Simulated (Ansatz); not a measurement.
Debugging a saddle search for pyramidal inversion of CHF2, SMILES F[CH]F (Ansatz 0.2.0 through its Python package).

Script `chf2_ts.py`:
```python
import itertools
import logging
import sys

import ansatz
from ase.data import atomic_numbers, covalent_radii
import numpy as np

logging.basicConfig(stream=sys.stdout, format="%(levelname)s %(message)s")
logger = logging.getLogger("ansatz_job")
logger.setLevel(logging.INFO)

system = (
    ansatz.Crystal.molecule()
    .atom("F", (-1.21764, 0.2629, -0.13551))
    .atom("C", (0.04447, 0.06835, 0.22048))
    .atom("F", (0.43224, -1.17588, -0.02279))
    .atom("H", (0.74094, 0.84463, -0.06218))
)

calculation = (
    system.calculation()
    .basis(gaussian="6-31G*")
    .functional("PBE0")
    .spin("collinear", total=4)
)
symbols = [site.symbol for site in system.cartesian_sites]
start = np.array([site.position_ang for site in system.cartesian_sites], dtype=float)
data = calculation.relax(force_tolerance=0.005, max_steps=30).run().report
end = np.array(data["positions_ang"])

a, b, d = end[[0, 2, 3]]
normal = np.cross(b - a, d - a)
normal /= np.linalg.norm(normal)
flat = end.copy()
flat[1] -= 0.8 * ((end[1] - a) @ normal) * normal
guess = np.zeros_like(flat)
guess[1] = normal
near = ansatz.Crystal.molecule()
for symbol, place in zip(symbols, flat):
    near = near.atom(symbol, place.tolist())
search = near.calculation()
search = search.basis(gaussian="6-31G*")
search = search.functional("PBE0")
search = search.spin("collinear", total=4)
search = search.saddle(mode_guess=guess.tolist(), force_tolerance=0.01, max_steps=40)
steps = []
top = search.session().plan().execute(on_event=lambda e: steps.append(e["data"]) if e["event"] == "saddle_step" else None).report
for s in steps:
    logger.info(f"step {s['step']:2d}  E = {s['lagrangian_ev']:.5f} eV  force {s['allowed_force_max_ev_ang']:.4f} eV/A  curvature {s['curvature_ev_ang2']:.3f} eV/A^2")
logger.info(f"minimum {data['free_energy_ev']:.5f} eV, saddle {top['free_energy_ev']:.5f} eV")
logger.info(f"electronic barrier {(top['free_energy_ev'] - data['free_energy_ev']):.2f} eV")
saddle = np.array(top["positions_ang"])
radius = [covalent_radii[atomic_numbers[s]] for s in symbols]
span = lambda where, i, j: np.linalg.norm(where[i] - where[j])
bonded = [(i, j) for i, j in itertools.combinations(range(len(symbols)), 2) if min(span(end, i, j), span(saddle, i, j)) < 1.2 * (radius[i] + radius[j])]
logger.info("pair        before    after (A)")
for i, j in bonded:
    print(f"{symbols[i]}{i}-{symbols[j]}{j}".ljust(10), f"{span(end, i, j):8.4f} {span(saddle, i, j):8.4f}")
```

```console
$ python chf2_ts.py
Traceback (most recent call last):
  File "chf2_ts.py", line 29, in <module>
    data = calculation.relax(force_tolerance=0.005, max_steps=30).run().report
           ~~~~~~~~~~~~~~~~~~~~~~~~~~~~~~~~~~~~~~~~~~~~~~~~~~~~~~~~~~^^
  ...
ansatz.GaussianBasisError: a molecule whose nuclei and cores have a total charge of 25 cannot have a net charge of 0 together with 4 unpaired electrons
```
(Library frames cut from the traceback.)

Find the fault and give the corrected script.

The fault: the count of unpaired electrons doesn't fit the count of electrons. The correction:

```diff
--- before
+++ after
@@ -24,3 +24,3 @@
     .functional("PBE0")
-    .spin("collinear", total=4)
+    .spin("collinear", total=1)
 )
@@ -28,3 +28,3 @@
 start = np.array([site.position_ang for site in system.cartesian_sites], dtype=float)
-data = calculation.relax(force_tolerance=0.005, max_steps=30).run().report
+data = calculation.relax(force_tolerance=0.005).run().report
 end = np.array(data["positions_ang"])
@@ -44,3 +44,3 @@
 search = search.functional("PBE0")
-search = search.spin("collinear", total=4)
+search = search.spin("collinear", total=1)
 search = search.saddle(mode_guess=guess.tolist(), force_tolerance=0.01, max_steps=40)
```

With that change:

```console
$ python chf2_ts.py
INFO step  1  E = -6477.95517 eV  force 2.0063 eV/A  curvature -19.270 eV/A^2
INFO step  2  E = -6478.01503 eV  force 0.4744 eV/A  curvature -16.633 eV/A^2
INFO step  3  E = -6478.02032 eV  force 0.0884 eV/A  curvature -17.650 eV/A^2
INFO step  4  E = -6478.02063 eV  force 0.0157 eV/A  curvature -17.837 eV/A^2
INFO step  5  E = -6478.02064 eV  force 0.0022 eV/A  curvature -17.799 eV/A^2
INFO minimum -6478.32530 eV, saddle -6478.02065 eV
INFO electronic barrier 0.30 eV
INFO pair        before    after (A)
F0-C1        1.3258   1.3203
C1-F2        1.3258   1.3203
C1-H3        1.0924   1.0757
```

What to keep in mind:
- Total energies depend on the basis set; only differences at equal settings carry meaning.
- The energies are electronic: no zero-point or thermal terms, and the basis set is short of its limit. No separate frequency run checks the order of the saddle point.
- The run takes the species as open-shell (spin multiplicity 2), which needn't be its ground state.
- Wall time of the script: 33 s on 1 thread of Arm Neoverse V2, on a shared host, peak memory 0.18 GiB.
